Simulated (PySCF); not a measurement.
# CCSDT(Q)/STO-3G run of AlH2F (SMILES [H][Al]([H])[F])

Aim: the energy change on altering one bond length of AlH2F at CCSDT(Q)/STO-3G, from 2 runs. Input form: a Python script.

Program for the calculation: PySCF 2.14.0.

9 further runs of the same task are left out: 9 set aside as unsound or not needed.

## (1) The structure to begin with

AlH2F has 4 atoms, charge 0, and is taken as a singlet. SMILES: `[H][Al]([H])[F]`. The shape comes from GFN2-xTB, which is rough for such elements, and wasn't checked as a minimum.

Bond lengths: Al1–F4 1.642 Å, Al1–H2 1.528 Å, Al1–H3 1.528 Å. Angles: H2–Al1–F4 119.2°, H3–Al1–F4 119.2°, H2–Al1–H3 121.7°.

## (2) The energy at CCSDT(Q)/STO-3G

run.py

```python
# AlH2F
from pyscf import gto, cc

mol = gto.M(
    atom=[
    ('Al', (0.019600, 0.032680, 0.000940)),
    ('H', (1.546910, -0.017870, 0.014080)),
    ('H', (-0.738990, 1.358820, -0.019420)),
    ('F', (-0.827520, -1.373630, 0.004400)),
],
    max_memory=1860,
    verbose=4,
    spin=0,
    basis='sto-3g',
)

calc0 = mol.RHF()
calc0.conv_tol = 1e-10
calc0.kernel()
if not calc0.converged:
    calc0 = calc0.newton().run(calc0.mo_coeff, calc0.mo_occ)

mycc = cc.CCSDT(calc0, frozen=6)
mycc.kernel()
e_bracket, e_q = mycc.ccsdt_q()
etot = mycc.e_tot + e_q
print('E = %.10f Eh' % etot)
```

The run is started by

```bash
$ OMP_NUM_THREADS=1 python run.py
```

What it wrote:

```text
PySCF version 2.14.0

[INPUT] num. atoms = 4
[INPUT] num. electrons = 24
[INPUT] charge = 0
[INPUT] spin (= nelec alpha-beta = 2S) = 0
[INPUT] symmetry False subgroup None
[INPUT] Mole.unit = angstrom
[INPUT] Symbol           X                Y                Z      unit          X                Y                Z       unit  Magmom
[INPUT]  1 Al     0.019600000000   0.032680000000   0.000940000000 AA    0.037038632041   0.061756249751   0.001776342557 Bohr   0.0
[INPUT]  2 H      1.546910000000  -0.017870000000   0.014080000000 AA    2.923236239351  -0.033769405846   0.026607343834 Bohr   0.0
[INPUT]  3 H     -0.738990000000   1.358820000000  -0.019420000000 AA   -1.396488708792   2.567797652581  -0.036698481339 Bohr   0.0
[INPUT]  4 F     -0.827520000000  -1.373630000000   0.004400000000 AA   -1.563786162600  -2.595784496486   0.008314794948 Bohr   0.0

nuclear repulsion = 50.3982135964249
number of shells = 10
number of NR pGTOs = 48
number of NR cGTOs = 16
basis = sto-3g
ecp = {}

******** <class 'pyscf.scf.hf.RHF'> ********
method = RHF
initial guess = minao
damping factor = 0
level_shift factor = 0
DIIS = <class 'pyscf.scf.diis.CDIIS'>
diis_start_cycle = 1
diis_space = 8
diis_damp = 0
SCF conv_tol = 1e-10
SCF conv_tol_grad = None
SCF max_cycles = 50
direct_scf = True
direct_scf_tol = 1e-13
Set gradient conv threshold to 1e-05
Initial guess from minao.
init E= -337.698281730769
  HOMO = -0.33736708157998  LUMO = 0.206206665020234  gap/eV = 14.79140
cycle= 1 E= -338.168544548071  delta_E= -0.47  |g|= 0.343  |ddm|= 1.94
  HOMO = -0.229716733636991  LUMO = 0.317553426838837  gap/eV = 14.89198
cycle= 2 E= -338.231361913491  delta_E= -0.0628  |g|= 0.0758  |ddm|= 0.746
  HOMO = -0.326489861575108  LUMO = 0.340567655613182  gap/eV = 18.15156
cycle= 3 E= -338.233949632976  delta_E= -0.00259  |g|= 0.0192  |ddm|= 0.128
  HOMO = -0.328350273117874  LUMO = 0.340601311819471  gap/eV = 18.20310
cycle= 4 E= -338.234237600906  delta_E= -0.000288  |g|= 0.00356  |ddm|= 0.0537
  HOMO = -0.328238729370918  LUMO = 0.340638173446717  gap/eV = 18.20107
cycle= 5 E= -338.234251289593  delta_E= -1.37e-05  |g|= 0.00097  |ddm|= 0.0112
  HOMO = -0.328290364226732  LUMO = 0.340609440521821  gap/eV = 18.20169
cycle= 6 E= -338.234252252207  delta_E= -9.63e-07  |g|= 6.26e-05  |ddm|= 0.00365
  HOMO = -0.328274510282278  LUMO = 0.340625121651081  gap/eV = 18.20169
cycle= 7 E= -338.234252255358  delta_E= -3.15e-09  |g|= 7.44e-06  |ddm|= 0.000179
  HOMO = -0.328272674166097  LUMO = 0.340623766361127  gap/eV = 18.20160
cycle= 8 E= -338.234252255394  delta_E= -3.55e-11  |g|= 5.47e-07  |ddm|= 1.95e-05
  HOMO = -0.328272624179913  LUMO = 0.340623744287897  gap/eV = 18.20160
Extra cycle  E= -338.234252255394  delta_E= -1.14e-13  |g|= 1.44e-07  |ddm|= 9.07e-07
converged SCF energy = -338.234252255394

******** <class 'pyscf.cc.rccsdt.RCCSDT'> ********
RCCSDT nocc = 6, nmo = 10
Allocating only the i<=j<=k part of the T3 amplitude in memory
frozen orbitals 6
max_cycle = 50
conv_tol = 1e-07
conv_tol_normt = 1e-06
diis with the T3 amplitude
diis_space = 6
diis_start_cycle = 0
diis_start_energy_diff = 1e+09
einsum_backend: numpy
_make_eris_incore_RCCSDT
blksize  6    blksize_oovv  4    blksize_oooo  4    blksize_vvvv  1

WARN: A large `blksize` is being used, which may cause large memory consumption
      for storing contraction intermediates. If memory is sufficient, consider using
      `pyscf.cc.rccsdt_highm.RCCSDT` instead.

WARN: A large `blksize_oovv` is being used, which may cause large memory consumption
      for storing contraction intermediates. If memory is sufficient, consider using
      `pyscf.cc.rccsdt_highm.RCCSDT` instead.

WARN: A large `blksize_oooo` is being used, which may cause large memory consumption
      for storing contraction intermediates. If memory is sufficient, consider using
      `pyscf.cc.rccsdt_highm.RCCSDT` instead.

Approximate memory usage estimate
    T3 memory                28.0 KB
    R3 memory                28.0 KB
    Symmetrized T3 memory    21.0 KB
    ERIs memory              78.1 KB
    T1-ERIs memory           78.1 KB
    Intermediates memory     78.1 KB
    Block workspace          80.0 KB
    T3 einsum buffer         80.0 KB
Total estimated memory        471 KB
Init t2, MP2 energy = -338.281271267728  E_corr(MP2) -0.047019012334
Init E_corr(RCCSDT) = -0.0470190123335745
cycle =  1  E_corr(RCCSDT) = -0.054874861146  dE = -7.855848811949e-03  norm(d tamps) = 5.92622853e-02
cycle =  2  E_corr(RCCSDT) = -0.063242525091  dE = -8.367663945005e-03  norm(d tamps) = 3.26114304e-02
cycle =  3  E_corr(RCCSDT) = -0.063129433002  dE =  1.130920882305e-04  norm(d tamps) = 2.10853733e-02
cycle =  4  E_corr(RCCSDT) = -0.065969370167  dE = -2.839937164455e-03  norm(d tamps) = 7.88669369e-03
cycle =  5  E_corr(RCCSDT) = -0.066039870019  dE = -7.049985185242e-05  norm(d tamps) = 2.01285238e-03
cycle =  6  E_corr(RCCSDT) = -0.066025074291  dE =  1.479572765199e-05  norm(d tamps) = 1.14152538e-03
cycle =  7  E_corr(RCCSDT) = -0.066017036820  dE =  8.037470755451e-06  norm(d tamps) = 3.15194312e-04
cycle =  8  E_corr(RCCSDT) = -0.066018581141  dE = -1.544320458527e-06  norm(d tamps) = 1.25977750e-04
cycle =  9  E_corr(RCCSDT) = -0.066020172410  dE = -1.591269007978e-06  norm(d tamps) = 6.18073944e-05
cycle = 10  E_corr(RCCSDT) = -0.066019787708  dE =  3.847014972275e-07  norm(d tamps) = 2.13644063e-05
cycle = 11  E_corr(RCCSDT) = -0.066020225855  dE = -4.381466702230e-07  norm(d tamps) = 6.56927599e-06
cycle = 12  E_corr(RCCSDT) = -0.066020561894  dE = -3.360392575591e-07  norm(d tamps) = 3.21103441e-06
cycle = 13  E_corr(RCCSDT) = -0.066020618043  dE = -5.614895479122e-08  norm(d tamps) = 1.61389614e-06
cycle = 14  E_corr(RCCSDT) = -0.066020691498  dE = -7.345458825914e-08  norm(d tamps) = 6.58148966e-07
RCCSDT converged
E(RCCSDT) = -338.3002729468917   E_corr = -0.06602069149763849
E_corr(same-spin) = -0.00725040886464727
E_corr(oppo-spin) = -0.0587702826329912
_make_eris_incore_RCCSDT
[Q] correction =  5.045745840082e-04    (Q) correction = -1.911360224638e-04
E = -338.3004640829 Eh
```

Run time: 0.96 s. Hardware: 1 thread of Arm Neoverse V2, shared host; peak memory 0.12 GiB.

## (3) The distorted shape at the same level

input.py

```python
from pyscf import gto, cc

mol = gto.M(
    atom='''
Al    -3.426312     0.176383    -0.028021
H      2.923236    -0.033769     0.026607
H     -4.859839     2.682425    -0.066496
F     -5.027136    -2.481157    -0.021482
''',
    basis='sto-3g',
    charge=0,
    unit='bohr',
    spin=0,
    verbose=3,
    max_memory=1860,
)

mf = mol.RHF()
mf.conv_tol = 1e-10
mf.kernel()
if not mf.converged:
    mf = mf.newton().run(mf.mo_coeff, mf.mo_occ)

mycc = cc.CCSDT(mf, frozen=6)
mycc.kernel()
e_bracket, e_q = mycc.ccsdt_q()
e_tot = mycc.e_tot + e_q
print('E(%s) = %.9f' % ('CCSDT(Q)', e_tot))
```

The run is started by

```bash
$ OMP_NUM_THREADS=1 python input.py
```

What it wrote:

```text
converged SCF energy = -337.907093783241
_make_eris_incore_RCCSDT

WARN: A large `blksize` is being used, which may cause large memory consumption
      for storing contraction intermediates. If memory is sufficient, consider using
      `pyscf.cc.rccsdt_highm.RCCSDT` instead.

WARN: A large `blksize_oovv` is being used, which may cause large memory consumption
      for storing contraction intermediates. If memory is sufficient, consider using
      `pyscf.cc.rccsdt_highm.RCCSDT` instead.

WARN: A large `blksize_oooo` is being used, which may cause large memory consumption
      for storing contraction intermediates. If memory is sufficient, consider using
      `pyscf.cc.rccsdt_highm.RCCSDT` instead.

RCCSDT converged
E(RCCSDT) = -338.1142177428969   E_corr = -0.2071239596560048
E_corr(same-spin) = -0.00971130886897373
E_corr(oppo-spin) = -0.197412650787031
_make_eris_incore_RCCSDT
E(CCSDT(Q)) = -338.114919383
```

Wall time 1.1 s (1 thread of Arm Neoverse V2, shared host); peak memory 0.12 GiB.

## (4) What came out

At CCSDT(Q)/STO-3G, 6 core orbitals frozen:

| quantity | value |
| --- | --- |
| first shape: total energy | -338.30046 Eh |
| first shape: dipole moment (Hartree–Fock density) | 0.72 D |
| first shape: HOMO energy (Hartree–Fock orbitals) | -8.93 eV |
| first shape: LUMO energy (Hartree–Fock orbitals) | 9.27 eV |
| first shape: HOMO–LUMO gap (Hartree–Fock orbitals) | 18.20 eV |
| first shape: correlation energy (6 core orbitals frozen) | -66.2 mEh |
| first shape: T1 diagnostic | 0.017 |
| distorted shape: total energy | -338.11492 Eh |
| distorted shape: dipole moment (Hartree–Fock density) | 3.35 D |
| distorted shape: HOMO energy (Hartree–Fock orbitals) | -2.67 eV |
| distorted shape: LUMO energy (Hartree–Fock orbitals) | 3.42 eV |
| distorted shape: HOMO–LUMO gap (Hartree–Fock orbitals) | 6.09 eV |
| distorted shape: correlation energy (6 core orbitals frozen) | -207.8 mEh |
| distorted shape: T1 diagnostic | 0.078 |
| energy change with the Al1–H2 bond stretched from 1.528 to 3.362 Å | 5.049 eV |

**Reading.** With the Al1–H2 bond stretched from 1.528 to 3.362 Å the energy rises by 5.05 eV (116 kcal/mol). The first shape isn't relaxed at this level, so the change isn't measured from a minimum. The minimal basis adds a large error of its own. Mulliken charges (first shape) of the mean-field density run from -0.38 on F4 to +0.95 on Al1. The T1 diagnostic (distorted shape) of 0.078 is above the customary mark for such species, so a single reference may not serve. Mulliken charges (distorted shape) of the mean-field density run from -0.35 on F4 to +0.92 on Al1.
